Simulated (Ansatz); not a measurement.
**AlBH₅N: small, medium and large basis sets**

An exercise on one series of results from a longer session: the logs are not shown, and one member is left open.

Computed with Ansatz 0.2.0, Gaussian basis. Level: one geometry, several basis sets.

Levels to be run: PBE0-D4/def2-SVP; ωB97M-V/def2-SVP; PBE0-D4/def2-QZVPP; ωB97M-V/def2-QZVPP; the functionals' def2-TZVPP values are taken from earlier runs.

## The relaxed structure

The geometry comes from an earlier relaxation with PBE0-D4 in a triple-zeta def2 set; it is a stationary point, not always the lowest conformer.

SMILES `B[NH][AlH2]`, 8 atoms, charge 0, spin multiplicity 1.

Atoms are counted from 1 here; the program's logs count them from 0.

Bond lengths: B1–N2 1.404 Å, B1–H4 1.200 Å, B1–H5 1.201 Å, N2–Al3 1.803 Å, N2–H6 1.011 Å, Al3–H7 1.577 Å, Al3–H8 1.583 Å. Angles: N2–B1–H4 120.8°, N2–B1–H5 118.6°, H4–B1–H5 120.6°, B1–N2–Al3 124.4°, B1–N2–H6 115.8°, Al3–N2–H6 119.7°, N2–Al3–H7 118.3°, N2–Al3–H8 117.1°, H7–Al3–H8 124.6°.

The first run:

in.yaml reads:

```yaml
crystal:
  periodic: [false, false, false]
  atoms:
    - {symbol: B, position_ang: [-0.740057, 0.961216, -0.693339]}
    - {symbol: N, position_ang: [-0.448598, 0.104424, 0.379443]}
    - {symbol: Al, position_ang: [0.977815, -0.996049, 0.447095]}
    - {symbol: H, position_ang: [-1.710020, 1.667497, -0.670796]}
    - {symbol: H, position_ang: [0.002591, 0.973525, -1.637240]}
    - {symbol: H, position_ang: [-1.101213, 0.127210, 1.151897]}
    - {symbol: H, position_ang: [1.974407, -1.002514, -0.774843]}
    - {symbol: H, position_ang: [1.137277, -1.892508, 1.742083]}
basis:
  gaussian: {orbitals: def2-SVP}
hamiltonian: {xc: pbe0, dispersion: d4}
output: {orbitals: {seedname: orbitals}}
```

Launch:

```bash
> ansatz run in.yaml --threads 2 --pin off --events-out ev --progress --plain --max-ram 4352MiB
```

Steps of the session up to this table: PBE0-D4 in def2-SVP; ωB97M-V in def2-SVP; PBE0-D4 in def2-QZVPP; ωB97M-V in def2-QZVPP.

One table of the session follows, with a row left open; its other results are not shown here.

| functional | basis | HOMO (eV) |
| --- | --- | --- |
| PBE0-D4 | def2-SVP | -8.42 |
| PBE0-D4 | def2-TZVPP | ? |
| PBE0-D4 | def2-QZVPP | -8.47 |
| ωB97M-V | def2-SVP | -10.63 |
| ωB97M-V | def2-TZVPP | -10.73 |
| ωB97M-V | def2-QZVPP | -10.73 |

**Question.** Estimate the row for PBE0-D4, def2-TZVPP.

As computed: HOMO (eV): -8.46. In the column «HOMO (eV)» it lies between PBE0-D4, def2-QZVPP (-8.47) and PBE0-D4, def2-SVP (-8.42).
